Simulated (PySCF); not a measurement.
Coordinates in bohr (charge -1 multiplicity 1):
```
N     0.0000    0.0000    0.0000
S    -3.2225    0.0000    0.0000
S     1.6112   -2.7907    0.0000
S     1.6112    2.7907    0.0000
```

All numbers come from PySCF, PBE, basis N def2-SVPD, S def2-SVPD (no relativity, density fitting).

This geometry of [NS3]- is a stationary point at this level.

Task: What is the point group?

Result: D3h.

Task: Is it a minimum?

Result: Yes: all harmonic wavenumbers are real.

Task: Which band is strongest in the infrared?

Result: 805 cm⁻¹ (e'), 381 km/mol.

Task: What are the dipole moment and the gap between the highest occupied and lowest empty levels?

Result: 0.00 D about the centre of mass and 0.60 eV.

Task: Give the atomic charges and bond orders.

Result: 
```
  atom  Mulliken  Löwdin  polar tensor  Mayer order to N1
    N1     -0.44   -1.46          0.72                  –
S2,3,4     -0.19    0.15         -0.57               1.43
```

This need not be the most stable arrangement of these atoms. The lowest empty level of this anion is unbound, so it and the gap depend on the basis.
